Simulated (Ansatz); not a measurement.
Input file:

```yaml
crystal:
  periodic: [false, false, false]
  atoms:
    - {symbol: Cl, position_ang: [0.000000, -0.182593, 1.317915]}
    - {symbol: Si, position_ang: [0.000000, 0.559430, -0.589798]}
    - {symbol: O, position_ang: [0.000000, -0.577421, -1.885025]}
basis:
  gaussian: {orbitals: 6-31G}
magnetization: {spin_polarized: true, initial_magnetization: 5}
hamiltonian: {xc: hf, pseudopotentials: {relativity: scalar}}
accuracy: high
output: {forces: true, orbitals: {seedname: orbitals}}
```

```sh
$ ansatz run in.yaml --threads 1 --pin off --events-out ev --progress --plain --max-ram 2393MiB
```

Question: Roughly how long does this take on 1 thread of Arm Neoverse V1, shared host, and how much host memory?

Answer: 2.2 s wall and 0.23 GiB.

```
703 factors; integrals over basis functions are off by at most 3.9e-9 eV
mean field evaluation 1: about -22437.4862 eV, gradient 1.2e1 eV
mean field evaluation 2: about -22437.8868 eV, gradient 1.2e1 eV
mean field evaluation 4: about -22440.9556 eV, gradient 4.3e0 eV
mean field evaluation 8: about -22441.7044 eV, gradient 6.4e-1 eV
mean field evaluation 16: about -22441.7297 eV, gradient 2.7e-7 eV
mean field evaluation 32: about -22434.7090 eV, gradient 2.0e1 eV
mean field evaluation 64: about -22441.7189 eV, gradient 3.9e-1 eV
mean field evaluation 96: about -22440.5048 eV, gradient 3.0e-1 eV
mean field evaluation 128: about -22438.4637 eV, gradient 5.6e0 eV
mean field evaluation 160: about -22438.7440 eV, gradient 5.7e0 eV
mean field evaluation 192: about -22437.4307 eV, gradient 2.0e1 eV
mean field evaluation 224: about -22438.0291 eV, gradient 8.2e0 eV
mean field evaluation 256: about -22440.0638 eV, gradient 3.2e-1 eV
mean field evaluation 288: about -22441.7219 eV, gradient 2.3e-1 eV
mean field -22441.72972599 eV, -824.7183558794 hartree, gradient 2.0e-8 eV, S^2 8.759978; 0 other end points of the search recorded, 0 dependent functions left out
the calculation of the forces begins
reference -22441.72972599 eV, -824.7183558794 hartree; 22, 17 occupied and 13, 18 virtual orbitals, 703 factors
Total energy: -22441.72972599 eV, -824.7183558794 hartree
Relativity: scalar
Atom 0 at     0.000000    -0.182593     1.317915 Å, force     0.000000    -0.242644     4.604843 eV/Å
Atom 1 at     0.000000     0.559430    -0.589798 Å, force     0.000000     7.135917     5.847148 eV/Å
Atom 2 at     0.000000    -0.577421    -1.885025 Å, force    -0.000000    -6.893273   -10.451991 eV/Å
Dipole moment:    -0.000000     0.143545    -0.989583 e Å
```

Forces (eV/Å):
```
Cl    0.000  -0.243   4.605
Si    0.000   7.136   5.847
O     0.000  -6.893 -10.452
```
